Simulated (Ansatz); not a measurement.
# AlH₂S (quartet): relaxing a cheap start

Where does this start of AlH₂S (quartet) end when it is relaxed?

Program: Ansatz 0.2.0, Gaussian basis. Level of theory: UKS PBE0/def2-TZVP. These are calculated values, not measurements.

### Step 1. Starting geometry

4 atoms, charge 0, spin multiplicity 4.

Atoms are counted from 1 here; the program's logs count them from 0.

Bond lengths: Al1–S2 2.258 Å, Al1–H3 1.682 Å, Al1–H4 1.682 Å. Angles: S2–Al1–H3 77.4°, S2–Al1–H4 77.4°, H3–Al1–H4 154.7°.

Coordinates:

```
Al   -1.1977   -0.0085   -0.0015
S     1.0600    0.0075    0.0013
H    -0.8416    1.6354   -0.0044
H    -0.8184   -1.6472    0.0023
```

The start was built by rule and, where that kept it together, relaxed with GFN2-xTB. Sticks and bond lists go by distance. 

### Step 2. Relaxation

The input, in.yaml:

```yaml
crystal:
  periodic: [false, false, false]
  atoms:
    - {symbol: Al, position_ang: [-1.197653, -0.008468, -0.001479]}
    - {symbol: S, position_ang: [1.059962, 0.007494, 0.001309]}
    - {symbol: H, position_ang: [-0.841598, 1.635425, -0.004394]}
    - {symbol: H, position_ang: [-0.818397, -1.647161, 0.002343]}
basis:
  gaussian: {orbitals: def2-TZVP}
magnetization: {spin_polarized: true, initial_magnetization: 3}
hamiltonian: {xc: pbe0}
relax: {f_tol: 0.004, max_steps: 80}
```

Started as:

```sh
> ansatz run in.yaml --threads 1 --pin off --events-out ev --progress --plain --max-ram 2176MiB
```

Q: Predict the outcome of this session. Wanted: energy gained; shift from the start; total energy; dipole moment; ⟨S²⟩.

**Answer**, as computed:

```
                  quantity           value
                     steps               6
             energy gained        0.210 eV
shift from the start (rms)         0.164 Å
              total energy  -17454.0823 eV
             dipole moment          1.55 D
                      ⟨S²⟩           3.765
```

What this shows: The bonds of the start are those of the end. Al1–H3 went from 1.682 to 1.767 Å. No vibrations were run, so this is a stationary point, not a proven minimum, and this spin need not be the ground state's.
